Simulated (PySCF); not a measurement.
# Vibration and rotation of MgB⁺

RHF-CCSD(T) constants of MgB⁺, ¹Σ⁺ (singlet), closed shell (Mg cc-pVDZ, B cc-pVDZ; no relativity (PySCF 2.14); masses 23.9850 and 11.0093 u):

* ωe: 342.5 cm⁻¹
* ωexe: 2.29 cm⁻¹
* Be: 0.33042 cm⁻¹
* αe: 0.00332 cm⁻¹
* De to Mg⁺ + B: 1.60 eV

Question: What force constant and bond length do these constants imply?

Answer: Reduced mass μred = 7.5458 u; k = 5.8918×10⁻⁷·μred·ωe² (u, cm⁻¹, mdyn/Å) = 0.522 mdyn/Å; Re = √(16.8576/(μred·Be)) (u, cm⁻¹, Å) = 2.600 Å.

Question: Estimate the centrifugal constant D from the Kratzer relation and find the Dunham coefficient a1.

Answer: D = 4Be³/ωe² = 1.23e-06 cm⁻¹; a1 = −1 − αeωe/(6Be²) = -2.74.

Correlated steps freeze 2 core orbitals. Correlated levels converge slowly with the basis: in double zeta they bind strong bonds too weakly, by up to about 1 eV, and carry superposition errors of some tenths. For an ion De counts to the pair picked by the measured ionisation energies or electron affinities, which need not be the lowest pair at this level. Where the molecule has an RHF reference, its open-shell atoms are computed with UHF.
